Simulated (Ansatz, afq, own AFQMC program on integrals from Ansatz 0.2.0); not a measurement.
AFQMC on a folder of integrals that Ansatz 0.2.0 wrote.

```yaml
crystal:
  periodic: [false, false, false]
  atoms:
    - {symbol: B, position_ang: [0.000000, -0.264258, 1.423257]}
    - {symbol: Al, position_ang: [0.000000, 0.126519, -0.594175]}
    - {symbol: H, position_ang: [0.000000, 0.358366, 2.445783]}
    - {symbol: H, position_ang: [0.000000, -0.910750, -1.805951]}
basis:
  gaussian: {orbitals: cc-pVDZ}
magnetization: {spin_polarized: false}
correlation: {method: ccsd_t, electrons: outside_noble_gas, hamiltonian_folder: ham}
```

```sh
$ ansatz run in.yaml --threads 1 --pin off --events-out ev --progress --plain --max-ram 1382MiB
```

Options of the walk:

```
--method phaseless --trial cisd --walkers 70 --populations 1 --least-time 40 --time-step 0.005 --steps-per-block 50 --equilibration-blocks 28 --max-blocks 300 --target-error 0.00034 --factor-cut 1e-05 --seed 9054 --release-times 0.24,0.51,0.99,1.62,2.4 --release-step 0.03 --release-every 4 --taylor-order 6
```

Times are imaginary, in 1/Eh. The walk had a cap of 482 s.

Log:

```
orbitals 36  electrons 4 4  factors 270 of 401
reference energy -267.61431215 Eh
CCSD correlation -0.17483303 Eh in 13 cycles, weight of the determinant in the CISD state 0.8322
energy of the start -267.789145 Eh
 block  time / (1/Eh)  mean weight  energy / Eh
     1     0.250  0.9988  -267.786862
     2     0.500  1.0005  -267.787015
     3     0.750  1.0002  -267.787981
     4     1.000  1.0003  -267.788325
     5     1.250  1.0005  -267.788835
     9     2.250  0.9995  -267.796161
    33     8.250  0.9968  -267.800350
    65    16.250  1.0001  -267.799267
    97    24.250  1.0012  -267.806086
   129    32.250  0.9983  -267.809736
   161    40.250  0.9998  -267.798424
   193    48.250  1.0017  -267.798318
   225    56.250  1.0009  -267.793881
   233    58.250  1.0007  -267.788997
   257    64.250  0.9992  -267.812241
   273    68.250  0.9986  -267.825505
   289    72.250  0.9999  -267.794703
   321    80.250  0.9991  -267.795182
blocks merged  error / Eh  count
     1  0.000304  300
     2  0.000395  150
     4  0.000494  75
     8  0.000623  37
    16  0.000592  18
    32  0.000680  9
released: time / (1/Eh)  energy / Eh  error  mean overlap
  0.24  -267.798828  0.000595  0.9771
  0.51  -267.798927  0.000412  0.9748
  0.99  -267.798434  0.000481  0.9890
  1.62  -267.799168  0.000692  0.9831
  2.40  -267.799761  0.000578  0.9807
energy -267.799082 +/- 0.000623 Eh
(rows thinned)
```

The run passed its tests (sampling time, drift between the halves within three errors, error under three times the target), which doesn't prove that it has relaxed.

Against this walk (error 16.9 meV) on the same determinant: CCSD(T) 67.5 meV higher, CCSDT(Q) 9.9 meV higher (within the noise). The error is statistical and leaves out the bias of the constraint. Released to 2.40 1/Eh the energy moves by -18 ± 23 meV (both errors), within twice the noise.

Cautions: constraint bias not in the error; error above the target (16.9 against 9.3 meV); higher spins were not checked; restricted determinant unstable towards unrestricted (UHF 634 meV lower, ⟨S²⟩ 0.83); strong correlation (T1 0.026, weight of the determinant 0.83, largest double 0.24); the bias of populations of 70 walkers isn't removed.

The walk took 2.6 min on 1 thread of Intel(R) Xeon(R) Platinum 8488C (Sapphire Rapids), with other jobs on the host. The log's last line is the phaseless energy.

CCSDT and higher add their correlation energy to the determinant of the CCSD(T) run, since their own runs factorise the integrals more tightly (a shift of under 2 meV). A walk keeps the symmetry of its determinant, which the program's search chose and which needn't be the lowest solution, so a lower state of the same spin and another symmetry isn't excluded.
